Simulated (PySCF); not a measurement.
Level of theory and bond dissociation enthalpies: 2,2,2-trifluoroethanol

Structure: `OCC(F)(F)F` (C2H3F3O). Non-hydrogen atoms are numbered in `[OH:1][CH2:2][C:3]([F:4])([F:5])[F:6]`.

All levels share the PBE0-D3(BJ)/def2-SVP structures and the GFN2-xTB thermal terms; only the single-point energies (PySCF) change. Values are bond dissociation enthalpies (298 K, kJ/mol).

```tsv
level	C2–H	C2–C3	O1–C2	O1–H	C3–F4	time
PBE0-D3(BJ)/def2-SV(P)	374	401	407	411	539	15 s
PBE0-D3(BJ)/cc-pVDZ	377	397	398	431	525	18 s
PBE0-D3(BJ)/def2-SVP	380	400	408	437	540	17 s
PBE0-D3(BJ)/aug-cc-pVDZ	381	394	389	439	513	38 s
PBE0-D3(BJ)/def2-TZVP	382	384	390	437	519	–
PBE0-D3(BJ)/ma-def2-SVP	382	394	396	443	519	26 s
PBE0-D3(BJ)/6-31G	384	419	359	418	471	10 s
PBE0-D3(BJ)/6-31G*	384	405	401	422	540	16 s
PBE0-D3(BJ)/aug-pcseg-1	385	401	396	439	526	36 s
PBE0-D3(BJ)/6-31+G*	386	395	390	428	516	22 s
BP86-D3(BJ)/def2-TZVP	387	372	398	442	530	81 s
TPSSh-D3(BJ)/def2-TZVP (grid 3)	388	363	372	436	505	2.1 min
CAM-B3LYP-D3(BJ)/def2-TZVP	391	383	390	448	527	74 s
```

Times are wall times for all single points of a level on 1 thread of Arm Neoverse V1, a shared host; the dash marks the run that also made the structures. BP86 ran on a slower path of this set-up, which computes the density-fitting integrals anew in every SCF cycle while the other levels store them. So the times needn't show the usual order of cost, and those levels read slower than they are.

The widest spread is that of C3–F4: 69 kJ/mol, from 471 to 540.

Known limits: the order of C2–H and C2–C3, of C2–C3 and O1–C2 is undecided: the gaps lie inside the method's error (some 10 kJ/mol, one structure a species).
